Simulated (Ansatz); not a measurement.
C5H8N, SMILES [CH]=C[C@@H]1N[C@@H]1C, a single point from an input written key by key

Computed with the Ansatz DFT code, driven from Python.

The script reads `input.yaml`:
```yaml
crystal:
  periodic: [false, false, false]
  atoms:
    - { symbol: C, position_ang: [2.0896, 1.4075, 0.4178] }
    - { symbol: C, position_ang: [1.3215, 0.3213, 0.4814] }
    - { symbol: C, position_ang: [0.7235, -0.2612, -0.7733] }
    - { symbol: "N", position_ang: [-0.3232, 0.5922, -1.3878] }
    - { symbol: C, position_ang: [-0.6798, -0.6993, -0.7575] }
    - { symbol: C, position_ang: [-1.5135, -0.565, 0.5283] }
    - { symbol: H, position_ang: [2.5457, 1.8126, 1.3151] }
    - { symbol: H, position_ang: [1.1766, -0.1788, 1.4343] }
    - { symbol: H, position_ang: [1.3905, -0.7104, -1.5389] }
    - { symbol: H, position_ang: [-0.5643, 1.3897, -0.7541] }
    - { symbol: H, position_ang: [-0.9617, -1.4678, -1.5074] }
    - { symbol: H, position_ang: [-1.2729, 0.3434, 1.1201] }
    - { symbol: H, position_ang: [-1.3431, -1.458, 1.1645] }
    - { symbol: H, position_ang: [-2.5888, -0.5263, 0.2573] }
magnetization:
  spin_polarized: true
  initial_magnetization: 1
basis:
  gaussian: { orbitals: cc-pVDZ }
hamiltonian:
  xc: hf
output:
  forces: true
```

Run as a notebook:

```python
import ansatz as az
import numpy as np
```

```python
session = az.Session.from_deck("input.yaml")
rep = session.plan(threads=1).execute().report
```

```python
for key in ("converged", "free_energy_ev", "reference_energy_ev", "n_frozen", "n_occupied", "n_virtual"):
    print(f"{key:22s} {rep[key]}")
symbols = ["C", "C", "C", "N", "C", "C", "H", "H", "H", "H", "H", "H", "H", "H"]
state = rep["mean_field"]["state"]
print(f"mean field: {state['energy']['hartree']:.7f} Ha, <S^2> = {abs(state['spin_squared']):.4f}, stability: {state.get('stability', {}).get('kind')}")
```

    converged              True
    free_energy_ev         -6757.134243059876
    reference_energy_ev    -6757.134243059876
    n_frozen               0
    n_occupied             [23, 22]
    n_virtual              [101, 102]
    mean field: -248.3201033 Ha, <S^2> = 1.0125, stability: minimum

```python
forces = np.array(rep["forces_ev_ang"])
print("largest force", round(float(np.linalg.norm(forces, axis=1).max()), 4), "eV/A, rms", round(float(np.sqrt((forces ** 2).mean())), 4))
charges = rep["charge_distribution"]
dipole = np.array(charges["dipole_moment_e_ang"]) * 4.803205
print("dipole (D): {:.3f} {:.3f} {:.3f}, length {:.3f}".format(*dipole, np.linalg.norm(dipole)))
print("atom  Mulliken   Lowdin")
for symbol, m, l in zip(symbols, charges["mulliken_charges_e"], charges["lowdin_charges_e"]):
    print(f"{symbol:4s} {m:9.3f} {l:8.3f}")
```

    largest force 1.8468 eV/A, rms 0.6361
    dipole (D): -0.128 -0.828 2.238, length 2.390
    atom  Mulliken   Lowdin
    C       -0.018    0.064
    C       -0.100   -0.082
    C        0.017   -0.094
    N       -0.305    0.125
    C       -0.056   -0.112
    C       -0.012    0.023
    H        0.064    0.002
    H        0.052    0.021
    H        0.058    0.020
    H        0.121   -0.019
    H        0.046    0.017
    H        0.038    0.006
    H        0.041    0.011
    H        0.054    0.016

Caveats:
- Total energies depend on the basis set; only differences at equal settings carry meaning.
- The geometry is a force-field or estimated start, not a minimum of this method, and the basis set is short of its limit.
- The run takes the species as open-shell (spin multiplicity 2), which needn't be its ground state.
- The Löwdin charges here are taken after orthogonalising the functions within each atom; they differ from plain Löwdin charges, and their signs can be unphysical.
- The expectation value of S² is noticeably off S(S+1) in at least one run, so that state is spin-contaminated.
- Finished in 5.3 s on 1 thread of Arm Neoverse V1 (shared host), peak memory 0.34 GiB.
